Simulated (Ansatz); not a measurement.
# CH₂Si+ (quartet): from Hartree-Fock to the top rungs, cc-pVTZ

Aim: climb from Hartree-Fock through coupled cluster and multireference methods for CH₂Si+ (quartet) at one geometry and basis, and see what each rung misses.

The runs use Ansatz 0.2.0, Gaussian basis; cc-pVTZ, core rule «outside noble gas», up to 6 orbitals frozen.

Plan: UHF; CCSD(T) on ROHF; CCSD(T) on UHF; BCCD(T) on ROHF; CCSDT(Q) on ROHF; CCSDT(Q) on UHF; CASSCF and MRCISD+Q, 9 electrons in 10 orbitals; CASSCF and NEVPT2, 9 electrons in 10 orbitals.

3 further runs of the same task are left out: 3 set aside as unsound or not needed.

### Step 1. The system

The geometry is a PBE0/def2-TZVP stationary point (not a proven minimum) of the parent state, kept for this charge and spin.

4 atoms, charge 1, spin multiplicity 4.

Atoms are counted from 1 here; the program's logs count them from 0.

Bond lengths: Si1–C2 1.820 Å, Si1–H3 1.492 Å, Si1–H4 1.492 Å. Angles: C2–Si1–H3 125.7°, C2–Si1–H4 125.7°, H3–Si1–H4 108.7°.

### Step 2. UHF

File in.yaml:

```yaml
crystal:
  periodic: [false, false, false]
  atoms:
    - {symbol: Si, position_ang: [0.000000, 0.000000, 0.477506]}
    - {symbol: C, position_ang: [0.000000, 0.000000, -1.342750]}
    - {symbol: H, position_ang: [0.000000, 1.212489, 1.347482]}
    - {symbol: H, position_ang: [0.000000, -1.212489, 1.347482]}
basis:
  gaussian: {orbitals: cc-pVTZ}
total_charge: 1
magnetization: {spin_polarized: true, initial_magnetization: 3}
hamiltonian: {xc: hf}
output: {orbitals: {seedname: orbitals}}
```

The run is started by

```
$ ansatz run in.yaml --threads 1 --pin off --events-out ev --progress --plain --max-ram 4096MiB --backend cpu
```

Further steps of the session: CCSD(T) on ROHF; CCSD(T) on UHF; BCCD(T) on ROHF; CCSDT(Q) on ROHF; CCSDT(Q) on UHF; CASSCF and MRCISD+Q, 9 electrons in 10 orbitals; CASSCF and NEVPT2, 9 electrons in 10 orbitals.

**Question.** What will the summary of the whole plan be? Wanted: UCCSDT(Q) below the RHF energy; RMP2 from UCCSDT(Q); UMP2 from UCCSDT(Q); RCCSD from UCCSDT(Q); RCCSD(T) from UCCSDT(Q); UCCSD(T) from UCCSDT(Q); RCCSDT(Q) from UCCSDT(Q); NEVPT2 valence from UCCSDT(Q); MRCISD+Q valence from UCCSDT(Q).

**Answer**, as computed:

| quantity | value |
| --- | --- |
| UCCSDT(Q) below the RHF energy | -5.5397 eV |
| RMP2 from UCCSDT(Q) | +1128.0 meV |
| UMP2 from UCCSDT(Q) | +1133.4 meV |
| RCCSD from UCCSDT(Q) | +223.5 meV |
| RCCSD(T) from UCCSDT(Q) | +46.7 meV |
| UCCSD(T) from UCCSDT(Q) | +45.6 meV |
| RCCSDT(Q) from UCCSDT(Q) | +1.8 meV |
| NEVPT2 valence from UCCSDT(Q) | +970.1 meV |
| MRCISD+Q valence from UCCSDT(Q) | +58.9 meV |
| levels within 1 kcal/mol (43 meV) | RCCSDT, UCCSDT, RCCSDT(Q) |
| T1 diagnostic | 0.028 |
| effectively unpaired electrons | 3.02 |

What this shows: RCCSD(T) misses by +46.7 meV, 0.8 % of the correlation energy. One determinant dominates. Of the multireference levels listed MRCISD+Q valence comes nearest in total energy (+58.9 meV), which doesn't show that its space is the better one. These misses are within one basis, not against nature; the frozen cores of restricted and unrestricted runs differ, which can shift their rows.
